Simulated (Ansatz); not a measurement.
A geometry relaxed with B3LYP-D3(BJ)/def2-TZVP (Ansatz, a quantum-chemistry and plane-wave program), charge 0, multiplicity 1:

```xyz
6

C     -0.3621    -0.0164     0.0051
H     -0.6086     1.0213    -0.2468
H     -1.0334    -0.6717    -0.5484
O      0.9605    -0.3631    -0.3800
H     -0.5358    -0.1707     1.0762
H      1.5793     0.2007     0.0940
```

Task: Write the SMILES of this molecule.

Result: `CO`
